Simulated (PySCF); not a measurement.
Molecule: SMILES C=CC#CC, C5H6.

Geometry (Å), atoms numbered from 1 in this order:
```xyz
11

C    -2.415    0.380    0.918
C    -1.579   -0.517    0.374
C    -0.200   -0.288    0.106
C     0.980   -0.116   -0.131
C     2.389    0.092   -0.413
H    -2.074    1.380    1.199
H    -3.464    0.132    1.093
H    -1.963   -1.509    0.106
H     3.014   -0.213    0.441
H     2.601    1.153   -0.620
H     2.711   -0.493   -1.289
```

Spin–spin couplings on one PBE0-D3(BJ)/def2-SVP geometry, PySCF, gas phase, non-relativistic, equivalent pairs averaged (without the spin–dipole term); isotopes ¹H; functional B3LYP.

Reference values (Hz): ³J(H8,H7) = 11.1 (measured; solution (compiled); Pretsch, Buehlmann, Badertscher, Structure Determination of Organic Compounds, 4th ed., Springer 2009); ³J(H8,H6) = 17.0 (measured; solution (compiled); Pretsch, Buehlmann, Badertscher, Structure Determination of Organic Compounds, 4th ed., Springer 2009); ²J(H6,H7) = 2.3 (measured; solution (compiled); Pretsch, Buehlmann, Badertscher, Structure Determination of Organic Compounds, 4th ed., Springer 2009).

**Question.** How do the couplings (Hz) change with the basis set? Times are CPU seconds on shared hosts with different chips, so compare them loosely. Far from the basis limit: 6-31G*, pcJ-0, 6-31G-J, def2-TZVP, cc-pVTZ.

**Answer.** 
| basis set | functions | ³J(H8,H7) | ³J(H8,H6) | ²J(H6,H7) | mean abs. error | core-s |
| --- | --- | --- | --- | --- | --- | --- |
| 6-31G* | 82 | 11.2 | 16.0 | 0.0 | 1.1 | 7.7 |
| pcJ-0 | 83 | 11.6 | 17.5 | 1.4 | 0.6 | 7.2 |
| 6-31G-J | 84 | 13.7 | 18.9 | -0.1 | 2.2 | 8.2 |
| def2-TZVP | 191 | 10.3 | 15.7 | 3.5 | 1.1 | 25 |
| pcJ-1 | 195 | 12.7 | 18.9 | 2.6 | 1.3 | 11 |
| cc-pVTZ | 234 | 10.3 | 15.4 | 3.1 | 1.1 | 33 |

Errors compare magnitudes, without vibrational corrections, and the largest couplings weigh most in the mean. Closest: pcJ-0; furthest: 6-31G-J.

The Fermi-contact term samples the wavefunction at the nucleus, which is why sets with added tight s functions (names with J) are made for couplings. Agreement of an ordinary basis with the reference is then largely a cancellation of errors.
